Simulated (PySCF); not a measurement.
Compound: C₂H₆.
SMILES: `CC`

Computed with MP2 and CCSD/aug-cc-pVDZ in PySCF, restricted Hartree–Fock reference, 2 core orbitals frozen, non-relativistic, gas phase, PBE0-D3(BJ)/def2-SVP geometry.

E(HF) = -79.23684 Eh.

Problem. How large is the problem?

Solution. 100 basis functions and 18 electrons; 2 orbitals frozen, which leaves o = 7 correlated occupied and v = 91 virtual orbitals. That is o·v = 637 singles and o·v(o·v + 1)/2 = 203203 distinct closed-shell doubles amplitudes before symmetry; the costliest CCSD step grows as o²v⁴ = 3.4 × 10^9.

Problem. What are the MP2 and CCSD correlation energies?

Solution. MP2 -0.3142 Eh and CCSD -0.3510 Eh, which gives totals of -79.55100 and -79.58785 Eh. That is 0.682 eV for each correlated electron at CCSD (922 kJ/mol in all, 0.441 % of the total energy); MP2 gives 89.5 % of the CCSD value.

Problem. What is the T1 diagnostic?

Solution. 0.0074, below the customary warning level of 0.02. It is the norm of the spatial-orbital singles amplitudes over the root of the number of correlated electrons, so the norm is 0.028.

No triples correction and no basis-set extrapolation were made.

The job also held the EOM ionisation and excitation roots. On one thread of an Arm Neoverse V1, shared host with 32 logical CPUs at a one-minute load of 11, this took 2.9 min and 1.0 GiB of memory at its peak.
